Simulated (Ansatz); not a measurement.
## Relaxing Ta2W

All numbers below come from Ansatz 0.2.0, DFT r2SCAN, scalar-relativistic, plane waves, PAW. Cutoff 500 eV, Γ-centred k mesh, Gaussian smearing, no spin polarisation in the final step.

Ta2W was placed on the AlB2 structure type (P6/mmm, No. 191), with W in place of Al, Ta in place of B, at a guessed volume.

```xyz
3
Lattice="3.6719 0.0000 0.0000 -1.8359 3.1799 0.0000 0.0000 0.0000 3.9647" Properties=species:S:1:pos:R:3 pbc="T T T"
Ta    0.0000    2.1200    1.9823
Ta    1.8359    1.0600    1.9823
W     0.0000    0.0000    0.0000
```

Cell and atoms relax at zero pressure; the relaxation can't lower the symmetry of the start. After a coarse first stage the cell is made exact in the group found at 0.06 Å.

The zero of energy is the elements' standard structures at the same level; no fitted shifts are applied.

(1) What does it relax into?

(2) What are its volume, energy, density and gap?

Answers

(1) It keeps P6/mmm (No. 191), but not the shape of the type it started on. Conventional cell: a = 4.794 Å, c = 2.634 Å. Around Ta lie 5 Ta at 2.63–2.77 Å and 6 W at 3.07 Å; W has 2 W at 2.63 Å and 12 Ta at 3.07 Å.

```
Ta W
1.0
     4.79448    0.00000    0.00000
    -2.39724    4.15214    0.00000
     0.00000    0.00000    2.63394
Ta W
2 1
Direct
  0.33333 0.66667 0.50000
  0.66667 0.33333 0.50000
  0.00000 0.00000 0.00000
```

(2) The volume per atom is 17.48 Å³ and the density is 17.28 g/cm³. The energy over the elements is 0.32 eV/atom. The gap on the 12×12×18 mesh is 0 eV (a metal).

The final run used a 12×12×18 mesh on its 3-atom cell and 0.10 eV smearing. For metals, differences of a few meV/atom aren't resolved. Spin–orbit coupling is left out. A structure relaxed within its symmetry needn't be a true minimum.

Cost: 4 runs of about 2 core-minutes in all, on Intel Xeon 6975P-C (Granite Rapids) (shared hosts).